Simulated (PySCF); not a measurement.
The first ionisation energy along group 15

All values are computed (PySCF 2.14, energy differences of UHF-based or UKS calculations, no spin-orbit coupling). Values in eV. The last column holds reference values (NIST; (s) semi-empirical, (t) theoretical, else measured). Unmarked ones compare directly (S terms, centres of terms, or small fine structure); those marked * lie between the lowest fine-structure levels and include a spin-orbit shift.

```json
{"element": "N (aug-cc-pVDZ-DK, spin-free X2C)", "configurations": "[He] 2s2 2p3 → [He] 2s2 2p2", "LDA": "15.012", "PBE0": "14.726", "M06-2X": "14.571", "CCSD (valence)": "14.340", "CCSD(T) (valence)": "14.350", "CCSDT (valence)": "14.351", "reference": "14.545"}
{"element": "P (aug-cc-pVDZ-DK, spin-free X2C)", "configurations": "[Ne] 3s2 3p3 → [Ne] 3s2 3p2", "LDA": "10.585", "PBE0": "10.538", "M06-2X": "10.324", "CCSD (valence)": "10.314", "CCSD(T) (valence)": "10.328", "CCSDT (valence)": "10.328", "reference": "10.526"}
{"element": "As (aug-cc-pVDZ-DK, spin-free X2C)", "configurations": "[Ar] 3d10 4s2 4p3 → [Ar] 3d10 4s2 4p2", "LDA": "10.042", "PBE0": "9.961", "M06-2X": "9.827", "CCSD (valence)": "9.768", "CCSD(T) (valence)": "9.779", "CCSDT (valence)": "9.780", "reference": "10.008"}
```

Task: Which of these methods has the smallest mean absolute error against the measured values here?

Result: PBE0, with 0.080 eV.

```
           method  elements  mean error (eV)  mean absolute error (eV)  largest error (eV)
              LDA         3            0.187                     0.187               0.467
             PBE0         3            0.049                     0.080               0.181
           M06-2X         3           -0.119                     0.136              -0.202
   CCSD (valence)         3           -0.219                     0.219              -0.239
CCSD(T) (valence)         3           -0.207                     0.207              -0.228
  CCSDT (valence)         3           -0.207                     0.207              -0.227
```

Errors include the incompleteness of the basis and the frozen core.

"Valence" correlates the outer s and p shells and, in groups 3 to 12 and the f block, the outer d or f shell, open or full, or the next shell where the ion has no valence electron left; the wider scheme adds the next inner shell.
